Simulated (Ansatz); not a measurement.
Saddle point of CH$_{3}$S, doublet (CH₃S ([CH3][S]) → CH₃S ([CH2][SH]); bonds formed: H1–S3; bonds broken: H1–C2), PBE0-D4/def2-TZVP structure:

```tsv
atom	x (Å)	y (Å)	z (Å)
H1	-1.0606	-0.3021	-0.2326
C2	0.3073	0.2290	-0.0183
S3	-0.3969	-1.2649	0.6105
H4	0.8735	0.2079	-0.9412
H5	0.2765	1.1301	0.5816
```

Energies are electronic, without zero-point energy. Barriers and step energies count from the start structure reached by relaxing down the imaginary mode; all methods use the PBE0-D4 structures, on which another method's saddle can fall below an end. Computed with Ansatz 0.2.0 (basis: def2-TZVPP, with def2-QZVPP for the basis limit); correlated methods freeze the cores; orbitals are unrestricted. B3LYP uses VWN-RPA correlation. Extrapolation: Hartree–Fock as exp(−7.88 √X), correlation as X^−2.97.

```csv
method,barrier (kJ/mol),step energy (kJ/mol)
SPW92,138.6,28.6
PBE-D4,?,34.9
BLYP-D4,?,37.8
r2SCAN-D4,155.3,32.5
B97M-V,163.1,37.5
PBE0-D4,162.0,39.7
B3LYP-D4,169.4,41.3
r2SCAN0-D4,164.6,37.0
BHLYP-D4,185.3,46.9
CAM-B3LYP-D4,174.3,43.5
wB97X-V,171.8,43.5
wB97M-V,168.0,41.6
B2PLYP,171.4,43.5
PBE-QIDH,171.0,43.9
RPA on PBE,175.4,50.9
HF,?,57.0
MP2,173.7,48.2
CCSD,179.3,48.4
CCSD(T),171.7,46.0
```

Fill in the withheld barriers. (Judge from chemistry; the value comes from the calculation.)

Computed: PBE-D4 149.3; HF 213.9; BLYP-D4 160.0 kJ/mol. Each is the energy of the saddle less that of the start structure, by the same method.

For comparison, the barrier by CCSD(T) at an estimated basis limit (MP2 extrapolated from triple and quadruple zeta, plus CCSD(T) − MP2 in triple zeta) is 168.2 kJ/mol.

T1 diagnostic: at most 0.020. ⟨S²⟩ of the unrestricted Hartree–Fock references: 0.76 to 0.81 (a pure state has 0.75). The unrestricted reference is spin-contaminated, which hurts MP2 most.

Labels in which every atom is bracketed show which atoms are joined, not bond orders.

For scale, one of the runs: CCSD(T)/def2-TZVPP, 115 basis functions, launched by `ansatz run in.yaml --threads 2 --pin off --events-out ev --progress --plain --max-ram 4352MiB`. The run took 12 s on 2 CPU threads of an Arm Neoverse V1 (shared host), with 0.89 GiB of host memory at its peak.
